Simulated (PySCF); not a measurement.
Gas-phase reaction: 3 SiHCl2 + SiH4 → 2 H3SiSiCl3 + H

Computed with PySCF and rigid-rotor harmonic-oscillator thermochemistry at 1 bar. † marks an energy on the PBE0/def2-TZVP geometry and frequencies. CCSD(T) freezes the core. Open shells (unrestricted): SiHCl2 (multiplicity 2), H (multiplicity 2); the rest are closed-shell singlets. SiHCl2, H3SiSiCl3: computed as isolated molecules; such fragments, hydroxides, amides, oligomers or adducts are transient or little studied in the gas. CCSD(T) isn't extrapolated to the basis-set limit. The harmonic model lacks anharmonicity and excited electronic states, which grow with temperature; levels with a mode under 35 cm⁻¹ are left out. Internal rotation in H3SiSiCl3 is treated as a harmonic vibration of one conformer, which makes the entropy rough.

```csv
level,"ΔE electronic, kJ","ΔH°(298 K), kJ","ΔS°(298 K), J/K","ΔG°(1000 K), kJ"
CCSD(T)/def2-SVP†,-249,-253,-227,-45
M06-2X/def2-TZVP†,-234,-238,-227,-31
PBE0/def2-QZVP†,-235,-238,-227,-31
r2SCAN/def2-TZVP†,-225,-228,-227,-21
ωB97M-V/def2-TZVP†,-271,-274,-227,-67
```
ΔH° is lowest at ωB97M-V/def2-TZVP† and highest at r2SCAN/def2-TZVP†. No reference value is set beside these.
